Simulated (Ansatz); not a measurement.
Input file:

```yaml
crystal:
  periodic: [false, false, false]
  atoms:
    - {symbol: B, position_ang: [0.000000, 0.000000, 0.000000]}
    - {symbol: Al, position_ang: [0.000000, 0.000000, 2.080524]}
basis:
  gaussian: {orbitals: cc-pVDZ}
magnetization: {spin_polarized: false}
correlation: {method: ccsdt_q, electrons: outside_noble_gas}
```

```sh
$ ansatz run in.yaml --threads 1 --pin off --events-out ev --progress --plain --max-ram 2176MiB
```

The program prints:

```
577 factors; integrals over basis functions are off by at most 1.2e-7 eV
mean field evaluation 1: about -7248.2924 eV, gradient 4.3e0 eV
mean field evaluation 2: about -7248.2935 eV, gradient 4.3e0 eV
mean field evaluation 4: about -7248.5120 eV, gradient 1.1e0 eV
mean field evaluation 8: about -7248.5509 eV, gradient 7.3e-2 eV
mean field evaluation 16: about -7248.8578 eV, gradient 3.9e-1 eV
mean field evaluation 32: about -7248.5510 eV, gradient 1.1e-2 eV
mean field evaluation 64: about -7245.1013 eV, gradient 8.0e0 eV
mean field evaluation 96: about -7248.8632 eV, gradient 1.5e-1 eV
mean field evaluation 128: about -7248.5496 eV, gradient 3.4e-1 eV
mean field evaluation 160: about -7248.8409 eV, gradient 2.1e-2 eV
...
mean field -7248.86390101 eV, -266.3908349059 hartree, gradient 1.2e-6 eV, S^2 0.000000; 12 other end points of the search recorded, 0 dependent functions left out; unrestricted orbitals would lower it
determinant -7248.86390101 eV, -266.3908349059 hartree, with singles and doubles -7252.54448557 eV, -266.5260938934 hartree
determinant -7248.84093169 eV, -266.3899907987 hartree, with singles and doubles -7252.45062057 eV, -266.5226444183 hartree
determinant -7248.55103366 eV, -266.3793372428 hartree, with singles and doubles -7252.78283329 eV, -266.5348530108 hartree
determinant -7248.86390101 eV, -266.3908349059 hartree, with singles and doubles -7252.50304416 eV, -266.5245709497 hartree
determinant -7248.84093169 eV, -266.3899907987 hartree, with singles and doubles -7252.48243752 eV, -266.5238136695 hartree
determinant -7248.55103366 eV, -266.3793372428 hartree, with singles and doubles -7252.78848417 eV, -266.5350606766 hartree
...
unrestricted determinant -7250.20682792 eV, -266.4401865594 hartree, S^2 1.2578
6 core orbitals not correlated: weight in the atoms' cores, before any rotation towards them, 1.000 or more for the frozen orbitals, at most 0.000 for the correlated occupied ones
reference -7248.55103366 eV, -266.3793372428 hartree; 3, 3 occupied and 23, 23 virtual orbitals, 577 factors
second order -3.15883854 eV of doubles, -0.00000000 eV of singles
...
cycle   1  -4.59010447 eV  update   4.3e-7
cycle   2  -4.59010450 eV  change   -3.0e-8 eV  update   3.8e-7
cycle   3  -4.59010450 eV  change   -7.2e-9 eV  update   3.6e-7
cycle   4  -4.59010457 eV  change   -7.0e-8 eV  update   3.2e-7
cycle   5  -4.59010456 eV  change    1.4e-8 eV  update   2.9e-7
cycle   6  -4.59010477 eV  change   -2.1e-7 eV  update   2.7e-7
cycle   7  -4.59010531 eV  change   -5.4e-7 eV  update   2.4e-7
cycle   8  -4.59010572 eV  change   -4.1e-7 eV  update   1.8e-7
cycle   9  -4.59010598 eV  change   -2.6e-7 eV  update   1.4e-7
cycle  10  -4.59010622 eV  change   -2.4e-7 eV  update   1.1e-7
perturbative correction -0.07450811 eV, -0.0027381224 hartree
Total energy: -7253.21564799 eV, -266.5507586573 hartree
```

The determinant lies 0.31 eV above the lowest one of its kind in the log. The T1 diagnostic is 0.067.

For the same geometry and basis full CI lies 45.6 meV lower. By full CI's occupations no single determinant describes the state well. The determinant fills πx and πy unequally, so it is a mixture of Σ and Δ.

Ran on 1 thread of Arm Neoverse V1, shared host: 3.2 s wall, 0.1 GiB peak host memory.
